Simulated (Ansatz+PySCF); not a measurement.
## singlet CH(+): levels of theory in one basis

```xyz
2

C     0.0000    0.0000   -0.1639
H     0.0000    0.0000    0.9833
```

Basis set: def2-SVP (spherical functions). Frozen core: 1 orbital. Charge 1, multiplicity 1.

Computed with Ansatz (development build ahead of 0.2.0); each method stands on the lowest determinant of its kind that the runs found. NEVPT2 correlates all electrons. Active spaces start from the frontier orbitals, and the lowest solution found is given.

```json
{"method": "RHF", "E − E(RHF) (eV)": "0.00", "<S²> of the determinant": "0.00"}
{"method": "UHF", "E − E(RHF) (eV)": "-0.30", "<S²> of the determinant": "0.54"}
{"method": "UHF-MP2", "E − E(RHF) (eV)": "-1.81", "<S²> of the determinant": "0.54"}
{"method": "RHF-CCSD", "E − E(RHF) (eV)": "-2.72", "<S²> of the determinant": "–"}
{"method": "UHF-CCSD", "E − E(RHF) (eV)": "-2.71", "<S²> of the determinant": "0.54"}
{"method": "RHF-CCSD(T)", "E − E(RHF) (eV)": "-2.76", "<S²> of the determinant": "–"}
{"method": "UHF-CCSD(T)", "E − E(RHF) (eV)": "-2.76", "<S²> of the determinant": "0.54"}
{"method": "full CI (lowest root of this spin)", "E − E(RHF) (eV)": "-2.77", "<S²> of the determinant": "–"}
{"method": "CASSCF(4,5)", "E − E(RHF) (eV)": "-1.80", "<S²> of the determinant": "–"}
{"method": "CASSCF(2,2)", "E − E(RHF) (eV)": "-0.69", "<S²> of the determinant": "–"}
{"method": "SC-NEVPT2(4,5)", "E − E(RHF) (eV)": "-2.52", "<S²> of the determinant": "–"}
{"method": "SC-NEVPT2(2,2)", "E − E(RHF) (eV)": "-2.08", "<S²> of the determinant": "–"}
```

Question: What does RHF-MP2 give on the same scale?

Answer: -1.88 eV.

Question: Is a single determinant a sound starting point here?

Answer: It is doubtful. Unrestricted orbitals lower Hartree–Fock by 0.30 eV and <S²> is 0.54 where a pure state has 0.00, a sign of strong static correlation. The CASSCF(4,5) natural occupations are 1.98, 1.87, 0.07, 0.07, 0.02. The CASSCF(2,2) natural occupations are 1.92, 0.08.

Caution for RHF, RHF-MP2, RHF-CCSD, RHF-CCSD(T): an unrestricted determinant lies well below. Caution for UHF, UHF-MP2, UHF-CCSD, UHF-CCSD(T): the unrestricted determinant is spin contaminated; the determinant breaks the point group. Caution for UHF-MP2: another reference gives a lower total.
